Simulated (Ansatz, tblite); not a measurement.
# The cluster AlSi₃+: rung by rung

An exercise on one series of results from a longer session: the logs are not shown, and one member is left open.

Program: Ansatz 0.2.0, Gaussian basis. Level of theory: as each input shows. These are calculated values, not measurements.

Plan: GFN1-xTB, GFN2-xTB, PBE-D4/def2-TZVP, r2SCAN-D4/def2-TZVP, r2SCANh-D4/def2-TZVP, B2PLYP/def2-TZVP, BLYP-D4/def2-TZVP, r2SCAN0-D4/def2-TZVP, BHLYP-D4/def2-TZVP, PBE-D4/def2-SVP, PBE0-D4/def2-SVP, HF/STO-3G, HF/6-31G, B3LYP-D4/6-31G, CCSD(T)/def2-TZVPP, MP2/def2-TZVP, RPA/def2-TZVP.

### The relaxed structure

The singlet was relaxed beforehand with PBE0-D4/def2-TZVP. At that level it is the lowest of the isomers that a small search found.

4 atoms, charge 1, spin multiplicity 1.

Bond lengths: Al1–Si2 2.422 Å, Al1–Si4 2.423 Å, Si2–Si3 2.228 Å, Si3–Si4 2.228 Å. Angles: Si2–Al1–Si4 72.6°, Al1–Si2–Si3 103.6°, Si2–Si3–Si4 80.2°, Al1–Si4–Si3 103.6°.

The ion is computed in the gas phase, without counter-ions or solvent.

PBE0-D4/def2-TZVP was run before; its log isn't repeated, and its numbers join the tables.

Set-up of the first run:

Tight binding, by tblite at 300 K electronic temperature and without a spin-polarisation term:

```python
tblite.interface.Calculator('GFN1-xTB', numbers, positions, charge=1, uhf=0).singlepoint()
```

Tight binding, by tblite at 300 K electronic temperature and without a spin-polarisation term:

```python
tblite.interface.Calculator('GFN2-xTB', numbers, positions, charge=1, uhf=0).singlepoint()
```

start.molden holds the orbitals of an earlier run on this state, given as this run's starting guess.

in.yaml reads:

```yaml
crystal:
  periodic: [false, false, false]
  atoms:
    - {symbol: Al, position_ang: [-1.787555, 0.610396, -0.070971]}
    - {symbol: Si, position_ang: [0.524765, 1.325826, -0.169997]}
    - {symbol: Si, position_ang: [1.670768, -0.570514, 0.066292]}
    - {symbol: Si, position_ang: [-0.407988, -1.365708, 0.174667]}
basis:
  gaussian: {orbitals: def2-TZVP, initial_orbitals: start.molden}
total_charge: 1
hamiltonian: {xc: pbe, dispersion: d4}
scf: {omitted_lower_state_checks: [starts]}
output: {orbitals: {seedname: orbitals}}
```

Started as:

```console
ansatz run in.yaml --threads 4 --pin off --events-out ev --progress --plain --max-ram 3916MiB
```

Among the steps run: PBE-D4/def2-TZVP; r2SCAN-D4/def2-TZVP; r2SCANh-D4/def2-TZVP; B2PLYP/def2-TZVP; BLYP-D4/def2-TZVP; r2SCAN0-D4/def2-TZVP; BHLYP-D4/def2-TZVP; PBE-D4/def2-SVP; PBE0-D4/def2-SVP; HF/STO-3G; HF/6-31G; B3LYP-D4/6-31G; CCSD(T)/def2-TZVPP; MP2/def2-TZVP; RPA/def2-TZVP.

One table of the session follows, with a row left open; its other results are not shown here.

It belongs to the step «Levels side by side». 

| level | HOMO (eV) | LUMO (eV) | gap (eV) |
| --- | --- | --- | --- |
| HF/STO-3G | -8.41 | -1.77 | 6.64 |
| HF/6-31G | -12.98 | -6.46 | 6.52 |
| PBE-D4/def2-SVP | -11.00 | -9.24 | 1.76 |
| PBE-D4/def2-TZVP | -10.86 | -9.08 | 1.78 |
| BLYP-D4/def2-TZVP | -10.62 | -8.90 | 1.72 |
| r2SCAN-D4/def2-TZVP | -11.05 | -9.09 | 1.96 |
| r2SCANh-D4/def2-TZVP | -11.33 | -8.87 | 2.47 |
| B3LYP-D4/6-31G | -11.47 | -8.94 | 2.53 |
| PBE0-D4/def2-SVP | -11.79 | -8.72 | 3.08 |
| PBE0-D4/def2-TZVP | -11.65 | -8.53 | 3.11 |
| r2SCAN0-D4/def2-TZVP | ? | ? | ? |
| BHLYP-D4/def2-TZVP | -12.16 | -7.80 | 4.36 |

**Question.** Estimate the row for r2SCAN0-D4/def2-TZVP.

Worked estimate for «HOMO (eV)». Against the share of exact exchange, r2SCAN-D4/def2-TZVP (0, -11.05), r2SCANh-D4/def2-TZVP (0.1, -11.33) give a slope of -2.80 per unit share; at 0.25 the line stands at -11.75.

As computed: HOMO (eV): -11.76; LUMO (eV): -8.53; gap (eV): 3.23. In «HOMO (eV)» the line misses by +0.01.
